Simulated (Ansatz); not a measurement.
Molecule: CCl4, charge 0, multiplicity 1. 
Geometry from a B3LYP-D3(BJ)/def2-TZVP (Ansatz, a quantum-chemistry and plane-wave program) optimisation:
```xyz
5

C      0.0000     0.0000     0.0000
Cl     1.0327     1.0410     1.0081
Cl    -1.0056    -1.0297     1.0464
Cl    -1.0489     1.0136    -1.0192
Cl     1.0218    -1.0250    -1.0353
```
Charge 0, spin multiplicity 1.

Basis-set convergence of Hartree-Fock and MP2 correlation energies (hartree) with Ansatz. Valence correlation only, unless marked. No spin-orbit coupling. Non-relativistic.

| basis | functions | E(HF) | E(corr, MP2) |
|---|---|---|---|
| cc-pV(D+d)Z | 106 | -1875.84502 | -0.70013 |
| cc-pV(T+d)Z | 186 | [?] | [?] |

Q: Some entries are withheld; supply them.

A: 
- cc-pV(T+d)Z, E(HF): -1875.91793
- cc-pV(T+d)Z, E(corr, MP2): -0.92847
